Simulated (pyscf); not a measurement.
# Routes from H₂N–NH₂ + H₂

Candidate steps break at most two bonds and form at most two. Each was searched with GFN2-xTB (tblite) first. Single points on ωB97X-D3(BJ)/def2-SVP structures (PySCF, gas phase). Energies: ωB97M-D3(BJ)/def2-TZVP, kcal/mol, from the separated reactants, singlet surface; ΔG‡ with ideal gas, 1 atm, RRHO with modes under 100 cm⁻¹ raised to 100, one conformer, R ln 2 for chiral ones without a mode under 150 cm⁻¹.

```json
[
 {"products": "H₂N–NH₂ + H₂", "type": "four-centre exchange", "ΔE‡": "58.6", "ΔE": "0.0", "ΔG‡ 298 K": "67.7", "ΔG‡ 900 K": "85.2", "ν‡ (cm⁻¹)": "859i"},
 {"products": "NH₃ + NH₃", "type": "four-centre exchange", "ΔE‡": "100.0", "ΔE": "-46.3", "ΔG‡ 298 K": "105.4", "ΔG‡ 900 K": "119.2", "ν‡ (cm⁻¹)": "1066i"}
]
```

Plain bond fissions and candidates not yet searched are not listed, and one of them may be faster. Each barrier is that of the saddle found; lower ones may exist. One closed-shell reference is unstable to symmetry breaking; treat the single-reference values with care.
